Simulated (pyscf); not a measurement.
Optimised with ωB97X-D3(BJ)/def2-SVP in PySCF. Correlated levels are frozen-core, on RHF or UHF. ΔMP2 is the change of the MP2 total energy from the triple- to the quadruple-zeta basis.

SMILES: [OH][InH2]
```xyz
5

O      0.7161     1.2166    -0.6594
In     0.0109    -0.6532    -0.5645
H      1.0669     1.5419     0.1775
H     -0.5994    -1.1851    -2.0718
H      0.1167    -1.4310     0.9667
```

Q: What are the homolytic bond dissociation enthalpies (298 K) of HO–InH₂ at CCSD(T)/def2-TZVPP + ΔMP2(QZVPP), weakest first?

A: H–In to [HO–InH]• + H•: 3.06 eV; In–O to OH• + InH₂•: 4.10 eV; H–O to •O–InH₂ + H•: 5.03 eV. Ring and multiple bonds, and those that leave no two simple radicals, are not listed. The radicals are drawn with the spin at the cut bond; how far it spreads was not checked. •O–InH₂ lies 1.97 eV over its isomer [HO–InH]•, and others may lie lower still (electronic energy, ωB97M-D3(BJ)). Other isomers of [HO–InH]• were not searched in full and may lie lower. The CCSD(T) − MP2 part came from Ansatz, without density fitting, on the same reference. The frozen core leaves the outer d or s,p core shells of the metals and heavy elements correlated in the MP2 and CC values, and def2-TZVPP describes them poorly, which can shift differences by a few kcal/mol. Left out: the spin-orbit lowering of OH. Elements past Kr carry the def2 core potentials, without spin-orbit coupling.
